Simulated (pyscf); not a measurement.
Single points on ωB97X-D3(BJ)/def2-SVP structures (PySCF, gas phase).

**Question.** For the elementary gas-phase step H₂B–CH₂–Al(OH)–OH + hydrogen (H₂) → H₃C–Al(OH)–OH + borane (BH₃) (singlet surface; B–C, H–H broken, C–H, B–H formed), what barrier and reaction energy does ωB97M-D3(BJ)/def2-TZVP give, measured from the separated reactants?

**Answer.** ΔE‡ = 22.9 kcal/mol, ΔE = +6.8 kcal/mol. Zero-point energy shifts the barrier by +4.6 kcal/mol. It is a four-centre exchange, with an imaginary mode of 1145i cm⁻¹. At the saddle there is also a short B–H contact that neither side keeps. This is the saddle that the search found; another between the same sides may lie lower.
